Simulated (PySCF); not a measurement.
# PN⁺: energy against distance

Set-up: basis P aug-pcseg-1, N aug-pcseg-1; no relativity; PySCF 2.14. Energies in eV from P⁺ + N in their ground configurations at the same level. State: ²Σ⁺ (doublet), unpaired electrons σ ↑.

All columns are PBE0. A positive dipole points towards N; it is taken about the centre of mass and depends on that origin.

| R (Å) | E (eV) | μ (D) | Mulliken charge on P (basis-dependent) | HOMO (eV) | LUMO (eV) | Mayer bond order | ⟨S²⟩ |
| --- | --- | --- | --- | --- | --- | --- | --- |
| 1.279 | -2.255 | -1.48 | 1.04 | -19.46 | -14.26 | 2.73 | 0.76 |
| 1.338 | -3.461 | -1.61 | 1.08 | -19.00 | -14.32 | 2.67 | 0.77 |
| 1.398 | -4.125 | -1.73 | 1.12 | -18.58 | -14.36 | 2.61 | 0.77 |
| 1.442 | -4.359 | -1.81 | 1.15 | -18.28 | -14.37 | 2.57 | 0.78 |
| 1.487 | -4.421 | -1.88 | 1.18 | -18.00 | -14.38 | 2.53 | 0.80 |
| 1.532 | -4.352 | -1.93 | 1.21 | -17.72 | -14.37 | 2.47 | 0.82 |
| 1.591 | -4.116 | -1.95 | 1.23 | -17.37 | -14.33 | 2.38 | 0.89 |
| 1.665 | -3.692 | -1.87 | 1.24 | -16.97 | -14.24 | 2.16 | 1.08 |
| 1.755 | -3.137 | -1.65 | 1.21 | -16.59 | -14.13 | 1.81 | 1.43 |
| 1.874 | -2.470 | -1.35 | 1.15 | -16.21 | -13.98 | 1.35 | 1.85 |

A fit through these points gives, at Re = 1.484 Å, μ = -1.87 D and dμ/dR = -1.40 D/Å; the reduced mass is 9.643 u.

Question: How strong is the fundamental in the double-harmonic approximation, I = 42.26·(dμ/dR)²/μred km/mol?

Answer: I = 42.26·(-1.40)²/9.643 = 8.59 km/mol at PBE0.

⟨S²⟩ of the unrestricted solution departs from its pure value on part of the curve, where spin states mix. For an ion De counts to the pair picked by the measured ionisation energies or electron affinities, which need not be the lowest pair at this level. The state was picked by a PBE0 search and need not be the measured ground state.
